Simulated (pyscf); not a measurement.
This saddle point was located with ωB97X-D3(BJ)/def2-SVP in PySCF.

```
B
O 1 1.3686
H 2 0.9627 1 114.24
H 1 1.2988 2 112.98 3 -55.53
Si 4 1.7445 1 110.45 2 154.32
H 5 1.4821 4 92.41 1 -127.83
H 5 1.4858 6 112.84 4 -160.75
H 5 1.4895 6 111.60 4 81.31
Cl 1 1.8022 4 107.81 5 -74.54
Cl 1 2.0051 4 95.05 5 36.30
```

Surface: singlet, charge 0. Lowest wavenumbers (cm⁻¹): 364i, 67, 188, 233, 262.

Which two sides does it connect, and which bonds change?

HO–B(Cl)–Cl (SMILES OB(Cl)Cl) + SiH₄ (SMILES [SiH4]) ⇌ HO–BH–Cl (SMILES OBCl) + H₃Si–Cl (SMILES [SiH3]Cl), a four-centre exchange read from left to right: B–Cl, H–Si broken and B–H, Cl–Si formed. At ωB97M-D3(BJ)/def2-TZVP it lies +1.34 eV from the left side and +1.52 eV from the right (each side as separated species at their lowest minima found). The same reactants have a lower exit, to HO–SiH₃ + Cl–BH–Cl (barrier +0.96 eV at ωB97M-D3(BJ)/def2-TZVP, against +1.34 eV here). This is the saddle that the search found; another between the same sides may lie lower.
